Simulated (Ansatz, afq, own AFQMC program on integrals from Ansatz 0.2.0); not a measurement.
AFQMC on a folder of integrals that Ansatz 0.2.0 wrote.

```yaml
crystal:
  periodic: [false, false, false]
  atoms:
    - {symbol: N, position_ang: [0.000000, -0.114254, 0.540604]}
    - {symbol: O, position_ang: [0.000000, 0.056838, -0.548033]}
    - {symbol: H, position_ang: [0.000000, 0.685498, 1.186694]}
basis:
  gaussian: {orbitals: cc-pVDZ}
magnetization: {spin_polarized: true, initial_magnetization: 2}
correlation: {method: ccsd_t, electrons: outside_noble_gas, hamiltonian_folder: ham}
```

```sh
$ ansatz run in.yaml --threads 1 --pin off --events-out ev --progress --plain --max-ram 1382MiB
```

afq runs on the folder ham with

```
--method phaseless --trial cisd --walkers 60 --populations 1 --least-time 40 --time-step 0.005 --steps-per-block 50 --equilibration-blocks 28 --max-blocks 300 --target-error 0.00042 --factor-cut 1e-05 --start spin_pure --seed 1574 --release-times 0.24,0.51,0.99,1.62,2.4 --release-step 0.03 --release-every 4 --taylor-order 6
```

Times are imaginary, in 1/Eh. The walk had a cap of 820 s.

Log:

```
orbitals 31  electrons 7 5  factors 234 of 309
reference energy -129.78202634 Eh
CCSD correlation -0.32075881 Eh in 11 cycles, weight of the determinant in the CISD state 0.9105
energy of the start -130.101598 Eh
 block  time / (1/Eh)  mean weight  energy / Eh
     1     0.250  0.9999  -130.100730
     2     0.500  0.9998  -130.104440
     3     0.750  1.0003  -130.113191
     4     1.000  0.9991  -130.125537
     5     1.250  0.9990  -130.109896
     8     2.000  0.9988  -130.105962
    17     4.250  0.9994  -130.111384
    41    10.250  1.0038  -130.114544
    65    16.250  0.9979  -130.113230
    89    22.250  0.9999  -130.119851
   113    28.250  0.9980  -130.113532
   137    34.250  0.9994  -130.112560
   161    40.250  1.0042  -130.110390
   169    42.250  0.9980  -130.128385
   185    46.250  1.0014  -130.107451
   209    52.250  1.0041  -130.120481
   233    58.250  1.0023  -130.107286
   257    64.250  1.0006  -130.111382
   281    70.250  1.0000  -130.108402
   305    76.250  0.9974  -130.113155
   321    80.250  0.9982  -130.101993
blocks merged  error / Eh  count
     1  0.000321  300
     2  0.000358  150
     4  0.000397  75
     8  0.000449  37
    16  0.000529  18
    32  0.000425  9
released: time / (1/Eh)  energy / Eh  error  mean overlap
  0.24  -130.110703  0.000471  1.0051
  0.51  -130.110166  0.000341  1.0096
  0.99  -130.111010  0.000556  1.0193
  1.62  -130.111617  0.000620  1.0387
  2.40  -130.111590  0.000754  1.0484
energy -130.110675 +/- 0.000529 Eh
(rows thinned)
```

The run passed its tests (sampling time, drift between the halves within three errors, error under three times the target), which doesn't prove that it has relaxed.

Against this walk (error 14.4 meV) on the same determinant: CCSD(T) 9.9 meV higher (within the noise), CCSDT(Q) 25.2 meV lower (within the noise). The error is statistical and leaves out the bias of the constraint. Released to 2.40 1/Eh the energy moves by -25 ± 25 meV (both errors), within twice the noise.

Cautions: constraint bias not in the error; error above the target (14.4 against 11.4 meV); lower spins were not checked.

The walk took 4.8 min on 1 thread of Arm Neoverse V2, on a shared host. The log's last line is the phaseless energy.

CCSDT and higher add their correlation energy to the determinant of the CCSD(T) run, since their own runs factorise the integrals more tightly (a shift of under 2 meV). A walk keeps the symmetry of its determinant, which the program's search chose and which needn't be the lowest solution, so a lower state of the same spin and another symmetry isn't excluded.
